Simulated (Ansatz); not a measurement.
A relaxation, step by step

SiNH5, closed shell, PBE0-D4/def2-TZVP (Ansatz 0.2.0). Settings:

```yaml
hamiltonian: {xc: pbe0, dispersion: d4}
relax: {f_tol: 0.005, max_steps: 200}
```

Start, a step off a saddle point along its unstable mode:

```
7
angstrom
Si -0.6863 -0.1942 0.9529
N 0.3423 -0.1673 -0.7582
H -0.3785 -0.8355 -0.7534
H -1.3341 1.1209 0.7091
H 0.3662 0.0983 2.0020
H 0.5120 0.6968 -1.3321
H 1.1784 -0.7191 -0.8203
```

| step | energy less the last (meV) | largest force component (eV/Å) |
| --- | --- | --- |
| 1 | 1082.7 | 2.849 |
| 2 | 538.0 | 1.397 |
| 3 | 247.1 | 1.737 |
| 4 | 49.9 | 0.528 |
| 5 | 6.2 | 0.171 |
| 6 (rejected trial) | 33.8 | 0.466 |
| 7 | 0.3 | 0.015 |
| 8 | 0.1 | 0.004 |
| 9 | 0.0 | 0.010 |
| 10 | 0.0 | 0.004 |

Step 3, positions (Å) and forces (eV/Å):

```csv
atom,x,y,z,Fx,Fy,Fz
Si1,-0.708,-0.258,1.062,-0.348,0.024,0.073
N2,0.312,-0.204,-0.711,-0.976,-1.737,-0.068
H3,-0.409,-0.858,-1.135,1.417,1.413,-0.019
H4,-1.266,1.130,0.756,0.007,-0.039,0.042
H5,0.417,0.240,1.918,0.372,0.219,0.062
H6,0.461,0.662,-1.211,-0.307,0.089,-0.160
H7,1.193,-0.713,-0.679,-0.164,0.031,0.070
```

Step 7, positions (Å) and forces (eV/Å):

| atom | x | y | z | Fx | Fy | Fz |
| --- | --- | --- | --- | --- | --- | --- |
| Si1 | -0.658 | -0.291 | 1.158 | 0.005 | 0.000 | -0.005 |
| N2 | 0.261 | -0.288 | -0.660 | 0.000 | 0.010 | 0.015 |
| H3 | -0.373 | -0.631 | -1.374 | 0.004 | 0.003 | 0.004 |
| H4 | -1.400 | 0.975 | 0.732 | -0.010 | -0.003 | -0.003 |
| H5 | 0.534 | 0.495 | 1.703 | 0.004 | -0.002 | 0.002 |
| H6 | 0.569 | 0.642 | -0.921 | 0.006 | -0.011 | -0.007 |
| H7 | 1.068 | -0.902 | -0.639 | -0.009 | 0.001 | -0.006 |

Step 8, positions (Å) and forces (eV/Å):

| atom | x | y | z | Fx | Fy | Fz |
| --- | --- | --- | --- | --- | --- | --- |
| Si1 | -0.651 | -0.292 | 1.161 | 0.001 | 0.002 | -0.003 |
| N2 | 0.263 | -0.287 | -0.658 | 0.001 | 0.001 | 0.004 |
| H3 | -0.379 | -0.616 | -1.371 | 0.000 | 0.001 | 0.001 |
| H4 | -1.411 | 0.961 | 0.729 | 0.001 | -0.002 | 0.004 |
| H5 | 0.533 | 0.509 | 1.701 | -0.004 | 0.002 | 0.001 |
| H6 | 0.585 | 0.639 | -0.916 | 0.002 | -0.001 | -0.003 |
| H7 | 1.060 | -0.914 | -0.645 | -0.001 | -0.001 | -0.003 |

Last step (10):

```xyz
7
angstrom
Si -0.6458 -0.2934 1.1632
N 0.2649 -0.2867 -0.6578
H -0.3834 -0.6057 -1.3695
H -1.4179 0.9518 0.7280
H 0.5308 0.5204 1.7010
H 0.5968 0.6364 -0.9137
H 1.0546 -0.9230 -0.6513
```

Hardware: 2 CPU threads of an Arm Neoverse V2, shared host. Wall time about 9.5 s.
